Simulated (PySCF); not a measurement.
**XPS shifts beside NMR shieldings**

Species: isovaleronitrile, C5H9N.
Numbering: `[CH3:1][CH:2]([CH3:3])[CH2:4][C:5]#[N:6]`

Binding energies: delta-SCF UKS SCAN, pcX-2 on the ionised atom, pcseg-1 elsewhere, spin-free X2C in PySCF 2.14.0. Shieldings: GIAO PBE0/pcSseg-1, non-relativistic, same geometry.

```csv
atom,C 1s (eV)
C1,290.86
C2,291.32
C4,292.14
C5,292.22
```

Problem. What are the absolute isotropic shieldings of these atoms?

Solution. 
```tsv
atom	environment	C 1s (eV)	isotropic shielding (ppm)
C1	methyl carbon	290.86	162.2
C2	sp3 CH carbon	291.32	156.4
C4	sp3 carbon next to a nitrile	292.14	157.8
C5	nitrile carbon	292.22	61.7
```

By binding energy: C1 < C2 < C4 < C5. By shielding: C5 < C2 < C4 < C1.

Of atoms equivalent by bonding only the ionised one is listed; its partners' own values can differ in this conformer. Isolated species at its PBE0-D3(BJ)/def2-SVP geometry (one conformer only).

Shape of the structure used: `[CH3:1][CH:2]([CH3:3])[CH2:4][C:5]#[N:6]`: C1–C2–C4–C5 -63°.
